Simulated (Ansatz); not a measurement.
**Active spaces for C3H3, doublet**

Program: Ansatz, Gaussian basis, development build. Basis cc-pVTZ, nonrelativistic, 3 orbitals frozen in the corrections. State-specific CASSCF; RHF is the lowest restricted (open-shell) Hartree–Fock solution met. Solutions may break the symmetry of the shape. The lowest solution met needn't be the lowest there is, nor hold the orbitals that a chemist would pick.

Geometry:

```
atom   x (Å)    y (Å)    z (Å)
   C  0.0000   0.0000  -1.2547
   C  0.0000   0.0000   0.1149
   C  0.0000   0.0000   1.3434
   H  0.0000   0.0000   2.4093
   H  0.0000   0.9298  -1.8154
   H  0.0000  -0.9298  -1.8154
```

(1) What do CASSCF and its corrections give against RHF in CAS(5,5), and what are the occupations?

(2) Roughly how much CPU time does a whole run from the default start take (median of such runs, summed over threads; nearly all runs on one pinned thread of a shared server, mostly Xeon at 2.3 to 2.6 GHz, by a development driver)?

Answers

(1) CASSCF -1.974 eV, SC-NEVPT2 -12.385 eV; occupations 1.94, 1.93, 1.00, 0.06, 0.06.

(2) CAS(5,5): about 20 s. Other jobs ran beside these, and the count of passes differs.
